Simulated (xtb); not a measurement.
xtb input (GFN-FF):

```bash
xtb mol.xyz --gfnff --opt tight --chrg 0 --uhf 0
```
mol.xyz:
```
2

F     -0.00000000    -0.00000000    -1.07291806
Cl     0.00000000     0.00000000     0.56801544
```

End of the output:

```
         :::::::::::::::::::::::::::::::::::::::::::::::::::::
         ::                     SUMMARY                     ::
         :::::::::::::::::::::::::::::::::::::::::::::::::::::
         :: total energy              -0.083515777494 Eh    ::
         :: gradient norm              0.000004134377 Eh/a0 ::
         ::.................................................::
         :: bond energy               -0.075169124427 Eh    ::
         :: angle energy               0.000000000000 Eh    ::
         :: torsion energy             0.000000000000 Eh    ::
         :: repulsion energy           0.002963504949 Eh    ::
         :: electrostat energy        -0.011104545665 Eh    ::
         :: dispersion energy         -0.000205612351 Eh    ::
         :: HB energy                  0.000000000000 Eh    ::
         :: XB energy                  0.000000000000 Eh    ::
         :: bonded atm energy          0.000000000000 Eh    ::
         :: external energy            0.000000000000 Eh    ::
         :: add. restraining           0.000000000000 Eh    ::
         :: total charge              -0.000000000000 e     ::
         :::::::::::::::::::::::::::::::::::::::::::::::::::::

           -------------------------------------------------
          |                Property Printout                |
           -------------------------------------------------

molecular dipole:
                 x           y           z       tot (Debye)
 q only:        0.000      -0.000       0.707       1.798
           -------------------------------------------------
          |                Geometry Summary                 |
           -------------------------------------------------

      molecular mass/u    :       54.4513407
   center of mass at/Å    :       -0.0000000       0.0000000      -0.0105784
  moments of inertia/u·Å² :       -0.2506011E-58   0.3169869E+02   0.3169869E+02
rotational constants/cm⁻¹ :       -0.6726878E+60   0.5318085E+00   0.5318085E+00

 * 1 selected distances

     #   Z          #   Z                                           value/Å
     0   0          0   0                                         0.0000000 (max)

 * 0 distinct bonds (by element types)

   Z      Z             #   av. dist./Å        max./Å        min./Å

optimized geometry written to: xtbopt.xyz

           -------------------------------------------------
          | TOTAL ENERGY               -0.083515777494 Eh   |
          | GRADIENT NORM               0.000004134377 Eh/α |
           -------------------------------------------------
########################################################################
[WARNING] Runtime exception occurred
-1- gfnff_setup: Could not read topology file.
########################################################################

------------------------------------------------------------------------
------------------------------------------------------------------------
 total:
 SCF:
 ANC optimizer:
```
